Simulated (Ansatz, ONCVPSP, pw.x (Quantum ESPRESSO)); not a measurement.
What a changed setting does to a pw.x run (bcc W)

Potential: optimised norm-conserving Vanderbilt (ONCV), ONCVPSP 4.0.1.1 (patched build), PBEsol; core [Kr] 4d10 4f14 5s2, reference 5p6 5d4 6s2; waves: 6s: rc 2.55 bohr, ncon 4, nbas 8, qcut 2.6 1/bohr, 2 projectors, debl 2.7 Ha; 5p: rc 1.85 bohr, ncon 5, nbas 9, qcut 9 1/bohr, 1 projector; 5d: rc 2.75 bohr, ncon 3, nbas 8, qcut 6.6 1/bohr, 2 projectors, debl 3.8 Ha; local part: polynomial inside 1.85 bohr (lpopt 3, dvloc0 0 Ha); core correction: Teter function, fcfact 1.5, rcfact 1.2.

The reference run (k-mesh 15³, cutoffs 75/300 Ry, Fermi–Dirac 0.01 Ry, mixing_beta 0.4, conv_thr 1e-9, no spin) gives -2.11 GPa at 15.687 Å³/atom, where all-electron LAPW gives 0.22 GPa. This run, with its own iteration cap, changes conv_thr to 0.0001.

```
&control
  calculation='scf', prefix='x', pseudo_dir='./', outdir='./tmp', tstress=.true., disk_io='none'
/
&system
  ibrav=0, nat=1, ntyp=1, ecutwfc=75, ecutrho=300, nbnd=14,
  occupations='smearing', smearing='fd', degauss=0.01
/
&electrons
  conv_thr=0.0001, mixing_beta=0.4, electron_maxstep=50
/
ATOMIC_SPECIES
W 1.0 W.UPF
CELL_PARAMETERS angstrom
  -1.57698163 1.57698163 1.57698163
  1.57698163 -1.57698163 1.57698163
  1.57698163 1.57698163 -1.57698163
ATOMIC_POSITIONS crystal
W 0.0000 0.0000 0.0000
K_POINTS automatic
15 15 15 0 0 0
```

```bash
pw.x < W.scf.in > W.scf.out
```

How does the run end?

It converges in 4 iterations; the free energy moves by +0.0 meV/atom and the pressure by -1.23 GPa.

```
Message from routine setup:
     using ibrav=0 with symmetry is DISCOURAGED, use correct ibrav instead
     lattice parameter (alat)  =       5.1616  a.u.
     unit-cell volume          =     105.8611 (a.u.)^3
     number of electrons       =        12.00
     number of Kohn-Sham states=           14
     kinetic-energy cutoff     =      75.0000  Ry
     charge density cutoff     =     300.0000  Ry
     scf convergence threshold =      1.0E-04
     Exchange-correlation= PBESOL
     number of k points=   120  Fermi-Dirac smearing, width (Ry)=  0.0100
     iteration #  1     ecut=    75.00 Ry     beta= 0.40
     total energy              =     -93.98856974 Ry
     estimated scf accuracy    <       0.03529560 Ry
     iteration #  2     ecut=    75.00 Ry     beta= 0.40
     total energy              =     -93.98793560 Ry
     estimated scf accuracy    <       0.00660362 Ry
     iteration #  3     ecut=    75.00 Ry     beta= 0.40
     total energy              =     -93.98862747 Ry
     estimated scf accuracy    <       0.00033733 Ry
     iteration #  4     ecut=    75.00 Ry     beta= 0.40
     the Fermi energy is    21.3658 ev
!    total energy              =     -93.98864507 Ry
     estimated scf accuracy    <       0.00000765 Ry
     smearing contrib. (-TS)   =      -0.00213181 Ry
     The total energy is F=E-TS. E is the sum of the following terms:
     one-electron contribution =       0.12093653 Ry
     hartree contribution      =       8.21086638 Ry
     xc contribution           =     -14.39239831 Ry
     ewald contribution        =     -87.92591787 Ry
     convergence has been achieved in   4 iterations
          total   stress  (Ry/bohr**3)                   (kbar)     P=      -33.37
     Message from routine punch:
     Nothing written, as per user request (disk_io='none')
```

The run took about 12 s on one core of a shared host (AMD EPYC 7R43 64-Core Processor, 256 threads, 1004 GiB, load 105).
